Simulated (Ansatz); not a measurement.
# AlBH (doublet): trial inputs and their diagnosis at scale of all distances = 1.988

4 inputs are run for AlBH (doublet) as typed; the log has to tell whether the result can be used and what must change.

Computed with Ansatz 0.2.0, Gaussian basis. Level: the settings change from run to run.

10 further runs of the same task are left out: 6 that didn't finish, 4 set aside as unsound or not needed.

### 1 What is computed

The geometry derives from a PBE0/def2-TZVP stationary point (not a proven minimum). All distances are scaled together.

3 atoms, charge 0, spin multiplicity 2.

Atoms are counted from 1 here; the program's logs count them from 0.

No contacts short enough for the rule that draws bonds.

Geometry (Å):

```xyz
3
AlBH
B     0.00000   -0.18286    0.62490
Al    0.00000   -0.06630   -3.58842
H     0.00000    0.24916    2.96352
```

### 2 Attempt 1

Input file in.yaml:

```yaml
crystal:
  periodic: [false, false, false]
  atoms:
    - {symbol: B, position_ang: [0.000000, -0.182860, 0.624901]}
    - {symbol: Al, position_ang: [0.000000, -0.066302, -3.588416]}
    - {symbol: H, position_ang: [0.000000, 0.249162, 2.963515]}
basis:
  gaussian: {orbitals: def2-mTZVP}
magnetization: {spin_polarized: false, initial_magnetization: 1}
correlation: {method: sc_nevpt2, electrons: outside_noble_gas, active_space: {window: {electrons: 1, orbitals: 2}}}
scf: {lower_state_search: full}
output: {forces: true}
```

Command:

```bash
> ansatz run in.yaml --threads 1 --pin off --events-out ev --progress --plain --max-ram 2393MiB
```

Output:

```text
Functional definition: HF
  name "HF"
  cite "Fock, Z. Phys. 61, 126 (1930) doi:10.1007/BF01340294"
  parent pbe
  exchange = exact_x
  correlation = 0
402 factors; integrals over basis functions are off by at most 5.3e-4 eV
mean field evaluation 1: about -7259.7172 eV, gradient 1.0e1 eV
mean field evaluation 2: about -7259.7176 eV, gradient 1.0e1 eV
mean field evaluation 4: about -7261.6923 eV, gradient 2.7e0 eV
mean field evaluation 8: about -7261.9974 eV, gradient 2.6e-1 eV
mean field evaluation 16: about -7262.0081 eV, gradient 6.9e-5 eV
mean field evaluation 32: about -7260.0335 eV, gradient 7.5e-7 eV
mean field evaluation 64: about -7262.0054 eV, gradient 8.4e-6 eV
mean field evaluation 96: about -7261.0015 eV, gradient 6.5e-4 eV
mean field evaluation 128: about -7262.0088 eV, gradient 7.9e-2 eV
mean field evaluation 160: about -7262.0080 eV, gradient 4.2e-2 eV
mean field evaluation 192: about -7261.9659 eV, gradient 1.3e0 eV
mean field evaluation 224: about -7254.1501 eV, gradient 1.7e1 eV
mean field evaluation 256: about -7261.9630 eV, gradient 6.1e-1 eV
mean field evaluation 288: about -7262.0081 eV, gradient 2.2e-6 eV
mean field evaluation 320: about -7261.9579 eV, gradient 9.2e-1 eV
mean field evaluation 352: about -7261.9701 eV, gradient 3.5e-2 eV
mean field -7262.00809428 eV, -266.8738750989 hartree, gradient 5.0e-8 eV, S^2 0.750000; 21 other end points of the search recorded, 0 dependent functions left out
reference -7262.00809428 eV, -266.8738750989 hartree; 10, 9 occupied and 34, 35 virtual orbitals, 402 factors
state -7262.00809428 eV, -266.8738750989 hartree
state -7262.00809428 eV, -266.8738750989 hartree; corrected -7264.56518030 eV, -266.9678462769 hartree
state -7261.00150279 eV, -266.8368835439 hartree
state -7261.00150279 eV, -266.8368835439 hartree; corrected -7263.76567545 eV, -266.9384650157 hartree
state -7262.00809428 eV, -266.8738750989 hartree; corrected -7264.56518030 eV, -266.9678462769 hartree
WARN: 1 active orbitals are nearly empty or full. The corrections depend on them more than the energy does, and are more stable in an active space without them
the calculation of the forces begins
Error: an active orbital is full or empty, and SC-NEVPT2 has no forces then: leave it out of the active space
```

Run time: 2.6 s. Hardware: 1 thread of Intel Xeon 6975P-C, shared host.

**Diagnosis.** The run stopped with an error. It says: «an active orbital is full or empty, and SC-NEVPT2 has no forces then: leave it out of the active space». Cure: drop the forces, or choose an active space whose orbitals are all partly filled.

### 3 Attempt 2

Input file in.yaml:

```yaml
crystal:
  periodic: [false, false, false]
  atoms:
    - {symbol: B, position_ang: [0.000000, -0.182860, 0.624901]}
    - {symbol: Al, position_ang: [0.000000, -0.066302, -3.588416]}
    - {symbol: H, position_ang: [0.000000, 0.249162, 2.963515]}
basis:
  gaussian: {orbitals: cc-pVDZ}
correlation: {method: fic_mrcisd_q, electrons: valence, active_space: {window: {electrons: 3, orbitals: 3}}}
accuracy: high
magnetization: {spin_polarized: true, initial_magnetization: 1}
```

Launched as before.

Output:

```text
Error: invalid value for `correlation.active_space`: it starts from restricted Hartree–Fock orbitals; set hamiltonian.xc: hf without magnetization.spin_polarized
```

It took 0.03 s on 1 thread of Intel Xeon 6975P-C, shared host.

Diagnosis: The run was refused. An active space is asked on unrestricted orbitals. To mend it, drop spin_polarized: true.

### 4 Attempt 3

Input file in.yaml:

```yaml
crystal:
  periodic: [false, false, false]
  atoms:
    - {symbol: B, position_ang: [0.000000, -0.182860, 0.624901]}
    - {symbol: Al, position_ang: [0.000000, -0.066302, -3.588416]}
    - {symbol: H, position_ang: [0.000000, 0.249162, 2.963515]}
basis:
  gaussian: {orbitals: 6-31G, fitting: {mean_field: def2-universal-jkfit}}
correlation: {method: fic_mrcisd_q, electrons: outside_noble_gas, active_space: {window: {electrons: 3, orbitals: 3}}}
magnetization: {spin_polarized: true, initial_magnetization: 1}
```

Same command.

Output:

```text
Error: invalid value for `correlation.active_space`: it starts from restricted Hartree–Fock orbitals; set hamiltonian.xc: hf without magnetization.spin_polarized
```

Wall time 0.03 s (1 thread of Intel Xeon 6975P-C, shared host).

Diagnosis: The run was refused. An active space is asked on unrestricted orbitals. To mend it, drop spin_polarized: true.

### 5 Attempt 4

Input file in.yaml:

```yaml
crystal:
  periodic: [false, false, false]
  atoms:
    - {symbol: B, position_ang: [0.000000, -0.182860, 0.624901]}
    - {symbol: Al, position_ang: [0.000000, -0.066302, -3.588416]}
    - {symbol: H, position_ang: [0.000000, 0.249162, 2.963515]}
basis:
  gaussian: {orbitals: cc-pVDZ}
magnetization: {spin_polarized: false, initial_magnetization: 7}
correlation: {method: bccd_t, electrons: all}
scf: {lower_state_search: off}
```

The command is unchanged.

Output, cut to the lines that bear on the results:

```text
Functional definition: HF
  name "HF"
  cite "Fock, Z. Phys. 61, 126 (1930) doi:10.1007/BF01340294"
  parent pbe
[...]
359 factors; integrals over basis functions are off by at most 1.6e-3 eV
[...]
mean field -7258.15207062 eV, -266.7321688429 hartree, gradient 4.2e-6 eV, S^2 15.750000; 0 other end points of the search recorded, 0 dependent functions left out
reference -7258.15207062 eV, -266.7321688429 hartree; 13, 6 occupied and 24, 31 virtual orbitals, 359 factors
second order -0.59768193 eV of doubles, -0.00096118 eV of singles
cycle   1  -0.75839391 eV  change   -1.6e-1 eV  update   4.0e-2
[...]
cycle  18  -0.85188327 eV  change    1.3e-7 eV  update   1.5e-5
perturbative correction -0.00698406 eV, -0.0002566595 hartree
Total energy: -7259.01093795 eV, -266.7637316354 hartree
Checks for a lower state left out: stability, starts, cluster_reference, orbital_swaps, neighbouring_geometries, increment
```

It took 1.2 s on 1 thread of Intel Xeon 6975P-C, shared host.

Diagnosis: The run converged, which proves nothing about the input. Far too many unpaired electrons are asked for. Its energy belongs to the state of multiplicity 8, not to the doublet that was meant. To mend it, set initial_magnetization to that of the wanted state.

### 6 How the runs ended

```csv
attempt,level,ended,cause,time
1,"NEVPT2(1,2)/def2-mTZVP",stopped by an error,"an active orbital is full or empty, and SC-NEVPT2 has no forces then: leave it out of the active space",2.6 s
2,"MRCISD+Q(3,3)/cc-pVDZ",refused,an active space is asked on unrestricted orbitals,0.03 s
3,"MRCISD+Q(3,3)/6-31G",refused,an active space is asked on unrestricted orbitals,0.03 s
4,BCCD(T) on ROHF/cc-pVDZ,converged,far too many unpaired electrons are asked for,1.2 s
```

1 stopped by an error, 2 refused, 1 converged. The input that converges on a wrong geometry or spin is the dangerous one: no error points at it, so geometry and ⟨S²⟩ have to be checked.
